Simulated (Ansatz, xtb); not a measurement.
CH3Si2: where a starting geometry ends

The starting geometry of this gas-phase doublet has its atoms placed at random.

```json
{"atom": "C", "x (Å)": "-0.7209", "y (Å)": "0.7279", "z (Å)": "1.0022"}
{"atom": "Si", "x (Å)": "0.4983", "y (Å)": "-0.1408", "z (Å)": "-0.1964"}
{"atom": "Si", "x (Å)": "-0.8125", "y (Å)": "1.5266", "z (Å)": "-0.7326"}
{"atom": "H", "x (Å)": "-0.7348", "y (Å)": "-1.2550", "z (Å)": "0.6184"}
{"atom": "H", "x (Å)": "-1.6451", "y (Å)": "0.0861", "z (Å)": "-0.7709"}
{"atom": "H", "x (Å)": "0.3721", "y (Å)": "0.1594", "z (Å)": "1.4196"}
```

**Question.** One run relaxed it with r2SCAN-D4/def2-SVP. What is a likely outcome?

**Answer.** It ends as a structure with H5 bridging Si3 and Si2, given below by its coordinates. Distances that change by over a tenth: C1–H6 (1.30 → 1.10 Å), Si2–Si3 (2.19 → 2.48 Å). Contacts that open: Si2–H6 (1.65 → 2.58 Å). Contacts that close: C1–H4 (2.02 → 1.11 Å), Si2–H5 (2.23 → 1.70 Å).

The energy falls by 5.28 eV over 17 steps:

```
step  E − E(last) (eV)
   1             5.284
   3             3.256
   5             1.972
   6             1.611
   8             0.784
  10             0.327
  12             0.056
  13             0.019
  15             0.000
  17             0.000
```

Final geometry (Å):

```xyz
6

C    -0.3287    0.0567    0.8621
Si    0.2790   -0.3543   -0.8971
Si   -1.3227    1.3621   -0.1092
H    -0.9215   -0.7279    1.3712
H    -1.1810    0.3191   -1.4403
H     0.4319    0.4484    1.5536
```

From the same start GFN2-xTB ends elsewhere, differing in C1–H4 (2.68 against 1.11 Å here), Si2–Si3 (3.04 against 2.48 Å here), Si2–H4 (1.49 against 2.59 Å here), Si2–H5 (3.13 against 1.70 Å here).

From so rough a start the end depends on the optimiser's path, so another program may land elsewhere. The end wasn't checked by frequencies. Open shells are spin-unrestricted. Run with Ansatz 0.2.0, 2.1 min on 1 thread of Arm Neoverse V2, on a shared host.
